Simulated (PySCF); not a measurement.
# Bond length, frequency and bond energy of SF⁻ by level of theory

State: ¹Σ⁺ (singlet), closed shell. Set-up: basis S def2-TZVPPD, F def2-TZVPPD; no relativity; PySCF 2.14. De refers to S + F⁻ in their high-spin ground configurations, without counterpoise correction. A positive dipole points towards F; it is taken about the centre of mass and depends on that origin.

```tsv
Level	Re (Å)	ωe (cm⁻¹)	De (eV)	μ (D)	CPU s a point (SCF and correlation, without the integrals)
RHF	1.680	710	n/a	1.18	0.74
RHF-MP2	1.721	655	2.29	n/a	1.2
RHF-SCS-MP2	1.727	644	2.33	n/a	n/a
RHF-CCSD	1.719	655	n/a	n/a	n/a
RHF-CCSD(T)	1.731	632	2.34	n/a	21
PBE	1.742	613	2.67	1.43	1.6
PBEsol	1.723	640	2.97	1.54	1.1
revPBE	1.752	600	2.45	1.41	1.2
r²SCAN	1.722	641	2.59	1.48	2.2
TPSSh	1.727	641	2.59	1.37	3
r²SCANh	1.712	658	n/a	1.46	3.1
PBE0	1.709	665	2.58	1.39	4.8
MN15	1.699	668	2.79	1.35	3.2
ωB97X-V	1.716	667	2.64	1.25	9.9
```

Task: Which functional lies closest to RHF-CCSD(T) in De, which farthest, and by how much do they differ from it?

Result: Closest is revPBE (+2.1 pm in Re, -5.1 % in ωe, +0.11 eV in De against RHF-CCSD(T) in the same basis), farthest PBEsol (-0.8 pm in Re, +1.3 % in ωe, +0.63 eV in De). CCSD(T) converges more slowly with the basis than the functionals do and binds too weakly in this one, so the order can change at the basis-set limit.

Task: What does the step from GGA to meta-GGA do here, going from PBE to r²SCAN?

Result: r²SCAN less PBE: -2.0 pm in Re, +4.6 % in ωe, -0.08 eV in De. 

Task: What does second-order correlation do here, going from RHF to RHF-MP2?

Result: RHF-MP2 less RHF: +4.1 pm in Re, -7.7 % in ωe. Correlation nearly always deepens the well. The bond lengthens, as in strong covalent bonds, where excitations into antibonding orbitals dominate.

Correlated steps freeze 6 core orbitals. For an ion De counts to the pair picked by the measured ionisation energies or electron affinities, which need not be the lowest pair at this level. Where the molecule has an RHF reference, its open-shell atoms are computed with UHF. The highest Kohn–Sham level is positive in this anion. Much of that is self-interaction error, but it also means that the finite basis helps to hold the extra electron.

The whole job (state search and all levels along the bond) took about 5.5 min on 2 threads of Intel Xeon Platinum 8259CL @ 2.50GHz (shared host), peak memory 2.4 GiB.
